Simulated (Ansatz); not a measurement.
C₃H₇ (charge +1), SMILES C[CH+]C, a rigid scan of one bond length

Run with the Python package of Ansatz (0.2.0).

Script `scan_c3h7.py`:
```python
# -*- coding: utf-8 -*-
'''Potential curve of C3H7(+) along one bond.'''

import ansatz as az
import numpy as np


def main():
    geometry_ang = [
        ('C', [-0.88812, 0.79225, -0.46227]),
        ('C', [0.17404, -0.1546, -0.42322]),
        ('C', [0.76748, -0.68298, 0.75817]),
        ('H', [-1.72416, 0.37278, -1.04436]),
        ('H', [-0.61503, 1.64108, -1.10662]),
        ('H', [-1.23144, 1.13187, 0.51211]),
        ('H', [0.56998, -0.49984, -1.37703]),
        ('H', [0.75978, -1.78284, 0.71939]),
        ('H', [0.33442, -0.31876, 1.68698]),
        ('H', [1.85306, -0.49895, 0.73684]),
    ]
    mol = az.Crystal.molecule()
    for symbol, xyz in geometry_ang:
        mol = mol.atom(symbol, xyz)

    symbols = [site.symbol for site in mol.cartesian_sites]
    start = np.array([site.position_ang for site in mol.cartesian_sites])
    axis = (start[9] - start[2]) / np.linalg.norm(start[9] - start[2])
    moving = [9]
    lengths, energies = [0.969, 1.013, 1.057, 1.101, 1.145, 1.189, 1.233, 1.3], []
    for length in lengths:
        xyz = start.copy()
        xyz[moving] += (length - np.linalg.norm(start[9] - start[2])) * axis
        point = az.Crystal.molecule()
        for symbol, place in zip(symbols, xyz):
            point = point.atom(symbol, place.tolist())
        base = point.calculation()
        base = base.basis(gaussian='cc-pVDZ')
        base = base.functional('cam_b3lyp').charge(1)
        base = base.scf(lower_state_search='light')
        r = base.run(threads=1).report
        energies.append(r['free_energy_ev'])
        print(f'r = {length:6.3f} A  E = {energies[-1]:.5f} eV  <S^2> = {abs(r["mean_field"]["state"]["spin_squared"]):.3f}')

    # quartic fit about the minimum
    fit = np.polynomial.Polynomial.fit(lengths, np.array(energies) - min(energies), 4).convert()
    roots = [r.real for r in fit.deriv().roots() if abs(r.imag) < 1e-9 and fit.deriv(2)(r.real) > 0]
    r_e = min(roots, key=lambda r: abs(r - lengths[int(np.argmin(energies))]))
    print(f'minimum of the fit at {r_e:.4f} A, force constant {fit.deriv(2)(r_e):.2f} eV/A^2')


if __name__ == '__main__':
    main()
```

```console
$ python scan_c3h7.py
r =  0.969 A  E = -3213.95058 eV  <S^2> = 0.000
r =  1.013 A  E = -3214.19386 eV  <S^2> = 0.000
r =  1.057 A  E = -3214.33064 eV  <S^2> = 0.000
r =  1.101 A  E = -3214.38393 eV  <S^2> = 0.000
r =  1.145 A  E = -3214.37205 eV  <S^2> = 0.000
r =  1.189 A  E = -3214.30962 eV  <S^2> = 0.000
r =  1.233 A  E = -3214.20829 eV  <S^2> = 0.000
r =  1.300 A  E = -3213.99964 eV  <S^2> = 0.000
minimum of the fit at 1.1134 A, force constant 31.30 eV/A^2
```

Reading the output:
- The settings weren't tested for convergence.
- The rest of the molecule is held rigid at a force-field or estimated start geometry, and the basis set is modest; single-reference methods fail as a bond breaks.
- The orbitals are restricted, so S² is zero by construction.
- Hardware and time: 15 s on 1 thread of Arm Neoverse V1, on a shared host, peak memory 0.21 GiB.

(A comment or docstring line of the script was reworded after the run, the code is as it ran; lines on the test bed's own set-up are left out of the output.)
